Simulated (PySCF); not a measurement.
Divinyl sulfide, C4H6S.
Cartesian coordinates in Å at the PBE0-D3(BJ)/def2-SVP level; atoms count from 1:
```xyz
11
C4H6S angstrom
C     -2.5617   -0.5746    0.2776
C     -1.2809   -0.2207    0.4118
S     -0.1809   -0.0091   -0.9355
C      1.3488    0.2228   -0.1134
C      2.4797    0.5723   -0.7322
H     -3.2006   -0.6604    1.1591
H     -3.0121   -0.7807   -0.6972
H     -0.8511   -0.0160    1.3984
H      1.3296    0.0336    0.9654
H      3.4064    0.6702   -0.1630
H      2.5226    0.7627   -1.8081
```

Theory: delta-SCF UKS SCAN, pcX-2 on the ionised atom, pcseg-1 elsewhere, spin-free X2C in PySCF. The ground state was rerun for each ionised atom, in the same mixed basis as its hole state.

```json
{"ionised atom": "C1", "basis functions": "135", "E(ground) (Eh)": "-555.12812", "binding energy (eV)": "289.948"}
{"ionised atom": "C2", "basis functions": "135", "E(ground) (Eh)": "-555.12926", "binding energy (eV)": "291.186"}
{"ionised atom": "S3", "basis functions": "146", "E(ground) (Eh)": "-555.26276", "binding energy (eV)": "2477.459"}
```

Problem. Fill in the total energy of each core-ionised state.

Solution. With binding energy = E(ionised) − E(ground) and 27.2114 eV a hartree:

```tsv
atom	binding energy (Eh)	E(ionised) (Eh)
C1	10.6554	-544.4727
C2	10.7009	-544.4284
S3	91.0449	-464.2178
```

Problem. How much do the ground-state energies differ, and what would follow from using one of them for all holes?

Solution. They run from -555.2628 Eh (core basis on S3) to -555.1281 Eh (on C1), 0.1347 Eh or 3.67 eV apart, for one and the same state in different bases and grids. Pairing the ion of C1 with the ground state of S3 would put its binding energy 3.67 eV too high.

The listed C 1s values span 1.24 eV, from C1/C5 (bonded to C (double bond) and 2 H) to C2/C4 (bonded to S, C (double bond) and H). Summing the Pauling electronegativity differences to the bonded atoms, each weighted by its formal bond order, gives -0.70 for the lowest site and -0.32 for the highest.

Only 1s holes are shown. Atoms equivalent by their bonding share one computed value, that of the first of them. Spin contamination (⟨S²⟩ against 0.75 for a pure doublet) is marked for C 1s of C2/C4 (0.90), which makes this value less certain. Isolated species at its PBE0-D3(BJ)/def2-SVP geometry (one conformer only).
